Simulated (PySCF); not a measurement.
C2H6S, SMILES SCC, singlet at its PBE0/def2-SVP optimised geometry (Å):

```
9

C     -0.7607    -0.4818     0.0000
C      0.7557    -0.4818     0.0000
S      1.5102     0.2578     1.4838
H     -1.1503    -0.9916    -0.8963
H     -1.1597     0.5447     0.0000
H     -1.1555    -0.9938     0.8900
H      1.1471    -1.5113    -0.0100
H      1.1597     0.0143    -0.8960
H      1.0456     1.5113     1.2877
```

Calculation: PBE0/def2-TZVP (PySCF).

Map of the Laplacian of the electron density (e/bohr⁵) on the plane z = 0.6 Å:

```
|%%%%%%%%%%%%%%%%%%%%%%%%%%%%%|
|%%%%%%%%%%%%%%%%%%%%%%%%%%%%%|
|%%%%%%%%%%%%%%%%%%%%%%%%%%%%%|
|%%%%%%%%%%%%%%%%%%%%%%%%%%%%%|
|%%%%%%%%%%%%%%%%%%%%%%%%%%%%%|
|%%%%%%%%%%%%%%%%%%%%%%%%%%%%%|
|%%%%%%%%%%%%%%%%%%%%%%%%%%%%%|
|%%%%%%%%%%%%%%%%%%%%%%%%%%%%%|
|%%%%%%%%%%%%%%%%%%%%%%%%%%%%%|
|%%%%%%%%%%%%%%%%%%@@%%%%%%%%%|
|%%%%%%%%%%%%%%%%%@@@@%%%%%%%%|
|%%%%%%%%%%%%%%%%@@@@@%%%%%%%%|
|%%%%%%%%%@@@@%%@@@@@%%%%%%%%%|
|%%%%%%%%%@@@@@@@@%%%%%%%%%%%%|
|%%%%%%%%@@@@@@@@%#*#%@%%%%%%%|
|%%%%%%%%@@@%@@@@%+*%@@%%%%%%%|
|%%%%%%%%@%+=%@@@@#%@@@%%%%%%%|
|%%%%%%%%@# :%@@@@@@@@%%%%%%%%|
|%%%%%%%%@%+#@@@@@@@@@%%%%%%%%|
|%%%%%%%%%@@@@@%@@@@@%%%%%%%%%|
|%%%%%%%%%%%%%%%%%@@%%%%%%%%%%|
|%%%%%%%%%%%%%%%%%%%%%%%%%%%%%|
|%%%%%%%%%%%%%%%%%%%%%%%%%%%%%|
|%%%%%%%%%%%%%%%%%%%%%%%%%%%%%|
|%%%%%%%%%%%%%%%%%%%%%%%%%%%%%|
|%%%%%%%%%%%%%%%%%%%%%%%%%%%%%|
|%%%%%%%%%%%%%%%%%%%%%%%%%%%%%|
|%%%%%%%%%%%%%%%%%%%%%%%%%%%%%|
|%%%%%%%%%%%%%%%%%%%%%%%%%%%%%|
```
Scale: ten equal steps from -0.955 (start of ' ') to 0.185 (end of '@'), in the order ' .:-=+*#%@'; x runs from -4.00 to 4.00, y from -4.00 (bottom) to 4.00 (top).
